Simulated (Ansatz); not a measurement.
# AlH3Cl (doublet): from Hartree-Fock to the top rungs at distance Al1–H4 along a hydrogen transfer = 1.475 Å, cc-pVDZ

How much of the correlation energy of AlH3Cl (doublet) does each wave-function method recover here?

The runs use Ansatz 0.2.0, Gaussian basis; cc-pVDZ, core rule «outside noble gas», up to 10 orbitals frozen.

The runs, in order: UHF; CCSD(T) on ROHF; CCSD(T) on UHF; BCCD(T) on ROHF; CISD; CCSDT(Q) on ROHF; CCSDT(Q) on UHF; CASSCF and MRCISD+Q, 3 electrons in 3 orbitals; CASSCF and NEVPT2, 3 electrons in 3 orbitals.

13 further runs of the same task are left out: 9 for a known fault of the program, 4 that didn't finish.

## Step 1: The system

The geometry derives from fragments relaxed apart (PBE0/def2-TZVP) and kept rigid, so it is no stationary point. A hydrogen atom is moved between rigid fragments.

5 atoms, charge 0, spin multiplicity 2.

Atoms are counted from 1 here; the program's logs count them from 0.

Bond lengths: Al1–H2 1.586 Å, Al1–H3 1.586 Å, Al1–H4 1.475 Å. Angles: H2–Al1–H3 120.0°, H2–Al1–H4 120.0°, H3–Al1–H4 120.0°.

## Step 2: UHF

Contents of in.yaml:

```yaml
crystal:
  periodic: [false, false, false]
  atoms:
    - {symbol: Al, position_ang: [-1.809442, 0.000000, 0.000000]}
    - {symbol: H, position_ang: [-2.602366, 1.373384, 0.000000]}
    - {symbol: H, position_ang: [-2.602366, -1.373384, 0.000000]}
    - {symbol: H, position_ang: [-0.334442, 0.000000, 0.000000]}
    - {symbol: Cl, position_ang: [1.534558, 0.000000, 0.000000]}
basis:
  gaussian: {orbitals: cc-pVDZ}
magnetization: {spin_polarized: true, initial_magnetization: 1}
hamiltonian: {xc: hf}
output: {orbitals: {seedname: orbitals}}
```

Started as:

```console
$ ansatz run in.yaml --threads 1 --pin off --events-out ev --progress --plain --max-ram 2393MiB
```

The runs that follow: CCSD(T) on ROHF; CCSD(T) on UHF; BCCD(T) on ROHF; CISD; CCSDT(Q) on ROHF; CCSDT(Q) on UHF; CASSCF and MRCISD+Q, 3 electrons in 3 orbitals; CASSCF and NEVPT2, 3 electrons in 3 orbitals.

Before running them: what should the planned runs give, taken together? Wanted: UCCSDT(Q) below the RHF energy; RMP2 from UCCSDT(Q); UMP2 from UCCSDT(Q); RCCSD from UCCSDT(Q); RCCSD(T) from UCCSDT(Q); UCCSD(T) from UCCSDT(Q); RCCSDT(Q) from UCCSDT(Q); NEVPT2 pair from UCCSDT(Q); MRCISD+Q pair from UCCSDT(Q).

**Answer**, as computed:

| quantity | value |
| --- | --- |
| UCCSDT(Q) below the RHF energy | -6.7383 eV |
| RMP2 from UCCSDT(Q) | +1174.2 meV |
| UMP2 from UCCSDT(Q) | +1193.7 meV |
| RCCSD from UCCSDT(Q) | +121.0 meV |
| RCCSD(T) from UCCSDT(Q) | +27.0 meV |
| UCCSD(T) from UCCSDT(Q) | +27.0 meV |
| RCCSDT(Q) from UCCSDT(Q) | +0.3 meV |
| NEVPT2 pair from UCCSDT(Q) | +1150.7 meV |
| MRCISD+Q pair from UCCSDT(Q) | +24.4 meV |
| levels within 1 kcal/mol (43 meV) | RCCSD(T), UCCSD(T), BCCD(T), RCCSDT, UCCSDT, RCCSDT(Q), MRCISD+Q pair |
| T1 diagnostic | 0.020 |

**Reading.** RCCSD(T) lands +27.0 meV from the yardstick (0.4 % of the correlation energy). Of the multireference levels listed MRCISD+Q pair comes nearest in total energy (+24.4 meV), which doesn't show that its space is the better one. These misses are within one basis, not against nature; the frozen cores of restricted and unrestricted runs differ, which can shift their rows.
